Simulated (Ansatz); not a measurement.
**BH3 (singlet): the correlation ladder at distance B1–H2 = 1.194 Å, cc-pVDZ**

How much of the correlation energy of BH3 (singlet) does each wave-function method recover here?

Program: Ansatz 0.2.0, Gaussian basis. Level of theory: cc-pVDZ, core rule «outside noble gas», up to 1 orbitals frozen. These are calculated values, not measurements.

The runs, in order: UHF; CCSD(T) on RHF; BCCD(T) on RHF; CISD; CCSDT(Q) on RHF; CCSDTQ on RHF; CASSCF and MRCISD+Q, 2 electrons in 2 orbitals; CASSCF and NEVPT2, 2 electrons in 2 orbitals; CASSCF and MRCISD+Q, 6 electrons in 7 orbitals; CASSCF and NEVPT2, 6 electrons in 7 orbitals; Full CI.

18 further runs of the same task are left out: 4 for a known fault of the program, 10 that didn't finish, 4 set aside as unsound or not needed.

**1. The system**

The geometry derives from a PBE0/def2-TZVP stationary point (not a proven minimum). One bond is set to the value named and the two fragments are kept rigid.

4 atoms, charge 0, spin multiplicity 1.

Atoms are counted from 1 here; the program's logs count them from 0.

Bond lengths: B1–H2 1.193 Å, B1–H3 1.193 Å, B1–H4 1.193 Å. Angles: H2–B1–H3 120.0°, H2–B1–H4 120.0°, H3–B1–H4 120.0°.

**2. UHF**

in.yaml

```yaml
crystal:
  periodic: [false, false, false]
  atoms:
    - {symbol: B, position_ang: [0.000000, 0.000000, 0.000000]}
    - {symbol: H, position_ang: [1.193377, 0.014556, -0.000258]}
    - {symbol: H, position_ang: [-0.609294, 1.026213, -0.002837]}
    - {symbol: H, position_ang: [-0.584082, -1.040768, 0.003095]}
basis:
  gaussian: {orbitals: cc-pVDZ}
magnetization: {spin_polarized: true, initial_magnetization: 0}
hamiltonian: {xc: hf}
output: {orbitals: {seedname: orbitals}}
```

The run is started by

```
> ansatz run in.yaml --threads 1 --pin off --events-out ev --progress --plain --max-ram 2393MiB
```

The runs that follow: CCSD(T) on RHF; BCCD(T) on RHF; CISD; CCSDT(Q) on RHF; CCSDTQ on RHF; CASSCF and MRCISD+Q, 2 electrons in 2 orbitals; CASSCF and NEVPT2, 2 electrons in 2 orbitals; CASSCF and MRCISD+Q, 6 electrons in 7 orbitals; CASSCF and NEVPT2, 6 electrons in 7 orbitals; Full CI.

Q: Predict the results of all the runs planned. Wanted: FCI below the RHF energy; RMP2 from FCI; RCCSD from FCI; RCCSD(T) from FCI; RCCSDT(Q) from FCI; NEVPT2 pair from FCI; MRCISD+Q pair from FCI; NEVPT2 valence from FCI; T1 diagnostic.

**Answer**, as computed:

| quantity | value |
| --- | --- |
| FCI below the RHF energy | -3.2118 eV |
| RMP2 from FCI | +16.29 kcal/mol |
| RCCSD from FCI | +1.20 kcal/mol |
| RCCSD(T) from FCI | +0.25 kcal/mol |
| RCCSDT(Q) from FCI | 0.00 kcal/mol |
| NEVPT2 pair from FCI | +16.51 kcal/mol |
| MRCISD+Q pair from FCI | -0.44 kcal/mol |
| NEVPT2 valence from FCI | +13.20 kcal/mol |
| levels within 1 kcal/mol (43 meV) | RCCSD(T), BCCD(T), RCCSDT, RCCSDT(Q), RCCSDTQ, MRCISD+Q pair, MRCISD+Q valence |
| T1 diagnostic | 0.005 |
| effectively unpaired electrons | 0.03 |

In words: RCCSD(T) lands +0.25 kcal/mol from the yardstick (0.3 % of the correlation energy). MRCISD+Q pair falls below full CI: the +Q correction isn't variational, and the cores differ from full CI's. One determinant dominates. Of the multireference levels listed MRCISD+Q valence comes nearest in total energy (-0.02 kcal/mol), which doesn't show that its space is the better one. These misses are within one basis, not against nature.
